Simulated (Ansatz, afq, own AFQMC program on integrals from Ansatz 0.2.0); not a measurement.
**Where AFQMC and coupled cluster stand for NHCl, quartet**

```xyz
3

Cl    0.0000    0.0000   -1.4093
H     0.0000    0.0000    0.1847
N     0.0000    0.0000    1.2247
```

Connectivity, by distances: Cl ··· N, 1 bridging H.

Basis cc-pVTZ. Noble-gas cores (and the filled d shells of Ga–Kr and In–Xe) are frozen. Ansatz 0.2.0 and our own AFQMC program on the same integrals; the CISD trial comes from CCSD amplitudes, and released means the phaseless constraint is let go. ± is one standard error of the sampling.

Determinant: UHF, the one that the program's search chose, which needn't be the lowest solution. The geometry is a point of a scan.

No full CI on the walks' own integrals is used here; CCSDT(Q) serves as the reference and is uncertain by about the last step of the cluster series.

Cautions: lower spins were not checked.

The T1 diagnostic is 0.0193 and the weight of the determinant in the CISD state is 0.874. The ⟨S²⟩ of the determinant is 3.795. The size of the correlated space is 13 electrons in 72 orbitals.

Reference: CCSDT(Q), correlation energy -10.019 eV. The released energy is read at 2.40 1/Eh (meV from the phaseless value at times in 1/Eh: -8 ± 5 at 0.24, -14 ± 5 at 0.51, -18 ± 6 at 0.99, -29 ± 8 at 1.62, -19 ± 8 at 2.40).

```tsv
level	E − E(reference) (meV)	share of correlation (%)
HF	10018.7	0.00
MP2	1457.0	85.46
CCSD	395.7	96.05
CCSD(T)	51.8	99.48
CCSDT	15.6	99.84
ph-AFQMC/CISD	22.3 ± 4.2	99.78
released AFQMC	3.2 ± 8.0	99.97
```

A walk keeps the symmetry of its determinant, which the program's search chose and which needn't be the lowest solution, so a lower state of the same spin and another symmetry isn't excluded. Released energies are given only where the last usable release times agree within the noise; a slower fall can still hide under it.
